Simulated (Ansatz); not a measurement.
# CH4N2, SMILES N=CN: the interaction energy of a dimer with the counterpoise correction

Program: the Python package of Ansatz (0.2.0).

Typed at the interpreter:
```pycon
>>> import ansatz as az
>>> BASIS = "def2-SVP"
>>> FUNCTIONAL = "pbe"
>>> FIRST = [
...     ("N", (-0.8862, -0.858, -0.5529)),
...     ("C", (-0.218, 0.185, -0.2154)),
...     ("N", (0.94, 0.0446, 0.3957)),
...     ("H", (-1.7111, -0.4672, -1.0343)),
...     ("H", (-0.5065, 1.2281, -0.4161)),
...     ("H", (1.2303, 0.7704, 1.0804)),
...     ("H", (1.1518, -0.9031, 0.7424)),
... ]
>>> SECOND = [
...     ("N", (-4.42, 2.9807, 0.4279)),
...     ("C", (-4.3504, 1.9211, -0.2937)),
...     ("N", (-4.0062, 0.7782, 0.2627)),
...     ("H", (-4.7393, 3.7018, -0.2377)),
...     ("H", (-4.5856, 1.8556, -1.3669)),
...     ("H", (-3.4825, 0.0865, -0.3092)),
...     ("H", (-3.6219, 0.8423, 1.2173)),
... ]
>>> def energy(atoms, ghosts=()):
...     molecule = az.Crystal.molecule()
...     for symbol, xyz in atoms:
...         molecule = molecule.atom(symbol, xyz)
...     calc = (
...         molecule.calculation()
...         .basis(gaussian=BASIS)
...         .functional(FUNCTIONAL)  # level of theory
...     )
...     deck = calc.input()
...     if ghosts:
...         deck = deck.set(az.key.basis.gaussian.ghost_atoms, [{"symbol": s, "position_ang": list(xyz)} for s, xyz in ghosts])
...     return az.Session.from_dict(deck).plan().execute().report["free_energy_ev"]
...
>>> # ghost atoms carry the functions of the partner
>>> both = energy(FIRST + SECOND)

>>> alone = energy(FIRST) + energy(SECOND)
>>> ghosted = energy(FIRST, SECOND) + energy(SECOND, FIRST)
>>> print(f"dimer {both:.6f} eV")
dimer -8147.536747 eV
>>> print(f"interaction, uncorrected   {23.060548 * (both - alone):8.3f} kcal/mol")
interaction, uncorrected     -1.830 kcal/mol
>>> print(f"interaction, counterpoise  {23.060548 * (both - ghosted):8.3f} kcal/mol")
interaction, counterpoise    -0.373 kcal/mol
>>> print(f"basis-set superposition    {23.060548 * (alone - ghosted):8.3f} kcal/mol")
basis-set superposition       1.457 kcal/mol
```

Uncorrected it is -1.830 kcal/mol, with the counterpoise correction -0.373 kcal/mol; the difference, 1.46 kcal/mol, is the superposition error.

Reading the output:
- Total energies depend on the basis set; only differences at equal settings carry meaning.
- The dimer is a generated trial pose of unrelaxed monomers, not a minimum, so the figure is no binding energy, and the basis set is small.
- This level lacks the dispersion part of the attraction (electrostatics and induction are there), which can decide the sign where the interaction is weak.
- Hardware and time: 11 s on 1 thread of Arm Neoverse V1 (shared host), peak memory 0.21 GiB.

(Lines on the test bed's own set-up are left out of the output.)
